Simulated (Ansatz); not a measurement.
Geometry optimisation, RKS PBE0-D4/def2-SVP in Ansatz 0.2.0.

input.yaml

```yaml
crystal:
  periodic: [false, false, false]
  atoms:
    - { symbol: B, position_ang: [0.0, 0.0, 0.0] }
    - { symbol: H, position_ang: [0.0, 0.0, 1.54] }
    - { symbol: H, position_ang: [1.0305, 0.0, -0.595] }
    - { symbol: H, position_ang: [-1.0305, 0.0, -0.595] }
    - { symbol: O, position_ang: [0.0715, -1.6212, 0.5392] }
    - { symbol: C, position_ang: [-0.5794, -2.7171, -0.0867] }
    - { symbol: H, position_ang: [0.1085, -3.5877, -0.1182] }
    - { symbol: H, position_ang: [-1.4893, -2.9859, 0.4895] }
    - { symbol: H, position_ang: [-0.8668, -2.4357, -1.1212] }
    - { symbol: H, position_ang: [0.0379, -0.8605, 1.537] }
basis:
  gaussian: { orbitals: def2-SVP }
hamiltonian:
  xc: pbe0
  dispersion: d4
relax:
  f_tol: 0.15
  max_steps: 25
  restrain:
    - { distance: [0, 4], at: 2.61, k: 30.0 }
    - { distance: [9, 1], at: 1.86, k: 30.0 }
    - { distance: [0, 1], at: 1.19, k: 30.0 }
    - { distance: [9, 4], at: 1.01, k: 30.0 }
```

Command:

```bash
$ ansatz run input.yaml --threads 1 --pin off --max-ram 2048MiB --backend cpu --events-out ev --progress --plain --runs-dir out
```

Task: Where does it end, and by what steps?

Result: It converged. The restraints hold the end off the free minimum; the threshold counts their pulls, which the force column leaves out. Restrained pairs: B1–O5 (1.71 → 2.60 Å), H2–H10 (0.86 → 1.87 Å), B1–H2 (1.54 → 1.20 Å), O5–H10 (1.26 → 0.98 Å). After 12 steps the energy has fallen by 1.844 eV (the restraints' own energy left out); H3 moved furthest, 0.80 Å.

```json
{"step": "0", "energy less start (eV)": "0.0000", "largest force component (eV/Å)": "4.465", "accepted": "yes"}
{"step": "1", "energy less start (eV)": "-0.4624", "largest force component (eV/Å)": "3.458", "accepted": "yes"}
{"step": "2", "energy less start (eV)": "-0.8689", "largest force component (eV/Å)": "3.169", "accepted": "yes"}
{"step": "3", "energy less start (eV)": "-1.1627", "largest force component (eV/Å)": "2.486", "accepted": "yes"}
{"step": "4", "energy less start (eV)": "-1.4904", "largest force component (eV/Å)": "1.728", "accepted": "yes"}
{"step": "5", "energy less start (eV)": "-1.7429", "largest force component (eV/Å)": "1.344", "accepted": "yes"}
{"step": "6", "energy less start (eV)": "-1.7884", "largest force component (eV/Å)": "0.858", "accepted": "yes"}
{"step": "7", "energy less start (eV)": "-1.8171", "largest force component (eV/Å)": "0.770", "accepted": "yes"}
{"step": "8", "energy less start (eV)": "-1.8328", "largest force component (eV/Å)": "0.958", "accepted": "yes"}
{"step": "9", "energy less start (eV)": "-1.8172", "largest force component (eV/Å)": "1.011", "accepted": "no"}
{"step": "10", "energy less start (eV)": "-1.8380", "largest force component (eV/Å)": "1.051", "accepted": "yes"}
{"step": "11", "energy less start (eV)": "-1.8283", "largest force component (eV/Å)": "0.979", "accepted": "no"}
{"step": "12", "energy less start (eV)": "-1.8438", "largest force component (eV/Å)": "1.015", "accepted": "yes"}
```

```xyz
10
Properties=species:S:1:pos:R:3
B 0.123 0.409 -0.048
H -0.249 0.427 1.093
H 1.262 0.707 -0.309
H -0.682 0.203 -0.928
O 0.285 -2.067 0.710
C -0.635 -2.925 0.083
H -0.059 -3.699 -0.436
H -1.297 -3.426 0.807
H -1.264 -2.406 -0.663
H -0.200 -1.430 1.282
```

Run time: 36 s on 1 thread of Arm Neoverse V1, on a shared host, peak memory 0.14 GiB.
